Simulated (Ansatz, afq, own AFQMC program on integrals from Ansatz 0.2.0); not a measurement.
AFQMC on a folder of integrals that Ansatz 0.2.0 wrote.

```yaml
crystal:
  periodic: [false, false, false]
  atoms:
    - {symbol: Cl, position_ang: [-0.770613, 0.000000, 0.000000]}
    - {symbol: H, position_ang: [0.732387, 0.000000, 0.000000]}
    - {symbol: B, position_ang: [1.992387, 0.000000, 0.000000]}
    - {symbol: H, position_ang: [2.501460, 0.000000, 1.077008]}
    - {symbol: H, position_ang: [2.501460, 0.000000, -1.077008]}
basis:
  gaussian: {orbitals: cc-pVTZ}
magnetization: {spin_polarized: true, initial_magnetization: 1}
correlation: {method: ccsd_t, electrons: outside_noble_gas, hamiltonian_folder: ham}
```

```sh
$ ansatz run in.yaml --threads 1 --pin off --events-out ev --progress --plain --max-ram 16896MiB --backend cuda --devices 0, --max-vram 18GiB
```

Options of the walk:

```
--method phaseless --trial hf --walkers 900 --populations 10 --least-time 40 --time-step 0.005 --steps-per-block 20 --equilibration-blocks 112 --max-blocks 4000 --target-error 0.001050 --factor-cut 1e-05 --start spin_pure --seed 745 --taylor-order 6
```

Times are imaginary, in 1/Eh. The walk had a cap of 92 s. With eight or more populations the least sampling time is a fifth of least-time, and the error comes from their spread.

```
orbitals 100  electrons 7 6  factors 596 of 602
reference energy -485.85412698 Eh
CCSD correlation -0.33588803 Eh in 11 cycles, weight of the determinant in the CISD state 0.8713
energy of the start -485.854719 Eh
 block  time / (1/Eh)  mean weight  energy / Eh
     1     0.100  1.0004  -485.939825
     2     0.200  1.0017  -486.001340
     3     0.300  1.0028  -486.044636
     4     0.400  1.0016  -486.077056
     5     0.500  1.0014  -486.102703
    10     1.000  1.0013  -486.160984
    43     4.300  0.9993  -486.200053
    78     7.800  0.9995  -486.211105
   113    11.300  1.0002  -486.203166
   148    14.800  1.0004  -486.208171
   155    15.500  1.0000  -486.218771
   169    16.900  1.0011  -486.188892
   183    18.300  0.9992  -486.202112
   218    21.800  0.9999  -486.196657
   253    25.300  1.0012  -486.199076
   288    28.800  1.0000  -486.201171
   302    30.200  0.9999  -486.200735
error from the spread of 10 populations
energy -486.202097 +/- 0.001039 Eh
(rows thinned)
```

**Question.** Estimate how long the walk took on 1 × NVIDIA H100 80GB HBM3 with 2 threads of AMD EPYC 7R13 Processor (Zen 3), with other jobs on the host (the card was shared).

**Answer.** 38 s of wall time.

The run passed its tests (sampling time, drift between the halves within three errors, error under three times the target), which doesn't prove that it has relaxed. The second half of the sampling lies above the first by 1.6 errors of their difference, so the energy may still be moving and its error bar be too small.

Against this walk (error 28.3 meV) on the same determinant: CCSD(T) 21.2 meV higher (within the noise), the released energy of a separate walk with a CISD trial 37.2 ± 30.0 meV lower (within the noise), a separate phaseless walk with a CISD trial and standard settings 16.3 ± 28.8 meV lower (within the noise). The error is statistical and leaves out the bias of the constraint.

Cautions: constraint bias not in the error.

A walk keeps the symmetry of its determinant, which the program's search chose and which needn't be the lowest solution, so a lower state of the same spin and another symmetry isn't excluded.
